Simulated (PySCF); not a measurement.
Match the calculated data to a structure.

All candidates are C3H6OS.

| technique | computed result |
| --- | --- |
| Rotational structure | rotational constants A, B, C: 7.021, 2.525, 2.191 GHz [GFN2-xTB] |
| UV, first state | lowest singlet excitation: 4.24 eV (292 nm, f = 0.006) [TDDFT PBE0/def2-SVPD] |
| Dipole | 2.10 D [PBE0/def2-SVPD] |
| UV, strongest line | among the 6 lowest singlet transitions: S5 at 6.77 eV (183 nm, f = 0.034) [TDDFT PBE0/def2-SVPD] |
| 1H NMR | chemical shifts (computed TMS as zero) by class: 2.94 (2 H), 2.38 (3 H), 1.97 (1 H) ppm [GIAO PBE0/pcSseg-1] |
| 13C NMR | chemical shifts (computed TMS as zero) by class: 207.3 (1 C), 37.9 (1 C), 27.4 (1 C) ppm [GIAO PBE0/pcSseg-1] |

Gas-phase values; electronic properties from PySCF, density fitting. Levels stand in brackets. Geometry: GFN2-xTB, one conformer, isolated molecule. Each NMR value is the plain mean over a class of atoms that symmetry, rotation or inversion makes alike.

Task: Which candidate is it?
A. `CC(=O)CS`
B. `C=C[S@@](C)=O`
C. `COC(C)=S`

Result: A. It is `CC(=O)CS`. Numbering: `[CH3:1][C:2](=[O:3])[CH2:4][SH:5]`. Its formula, C3H6OS, gives 1 degree of unsaturation: 0 rings and 1 π bond in the structure found. 3 carbons fall into 3 classes; from least to most shielded: ketone carbonyl carbon [C2] (207.3 ppm), sp3 carbon bound to sulfur [C4] (37.9 ppm), methyl carbon next to a carbonyl [C1] (27.4 ppm). Hydrogen classes from least to most shielded: 2 H on an sp3 carbon bound to sulfur, C4 (2.94 ppm), 3 H on a methyl carbon next to a carbonyl, C1 (2.38 ppm, a mean of values up to 1.6 ppm apart in this geometry), 1 H on a thiol sulfur, S5 (1.97 ppm). S1 is mainly HOMO→LUMO (weight 0.76); the largest Löwdin shares of the orbital it empties are 0.47 on the thiol sulfur, 0.22 on the ketone oxygen, 0.11 on the sp3 carbon bound to sulfur and 0.07 on the ketone carbonyl carbon, of the orbital it fills 0.32 on the ketone carbonyl carbon, 0.28 on the ketone oxygen, 0.18 on the thiol sulfur and 0.08 on the sp3 carbon bound to sulfur. The optimised geometry has point group C1 and is an asymmetric top.

The others, at the same levels:
- `C=C[S@@](C)=O` fails: its computed 13C shifts are 157.9 (1 C), 124.4 (1 C), 48.9 (1 C) ppm, 1H shifts are 6.76 (1 H), 6.61 (1 H), 6.40 (1 H), 2.26 (3 H) ppm and lowest singlet excitation is 5.12 eV (242 nm, f = 0.059) (against 4.24 eV).
- `COC(C)=S` fails: its computed 13C shifts are 230.7 (1 C), 60.5 (1 C), 35.2 (1 C) ppm, 1H shifts are 4.20 (3 H), 2.75 (3 H) ppm and rotational constant A is 5.090 GHz (against 7.021 GHz).

Each candidate is one conformer, not necessarily the lowest. Dipoles, sizes and rotational constants follow the conformer. The torsions of the flexible species, by atom-mapped SMILES:
- `[CH3:1][C:2](=[O:3])[CH2:4][SH:5]`: C1–C2–C4–S5 -78°, H–S5–C4–C2 -60°
- `[CH2:1]=[CH:2][S@@:3]([CH3:4])=[O:5]`: C1–C2–S3–C4 -110°
- `[CH3:1][O:2][C:3]([CH3:4])=[S:5]`: C1–O2–C3–C4 -179°
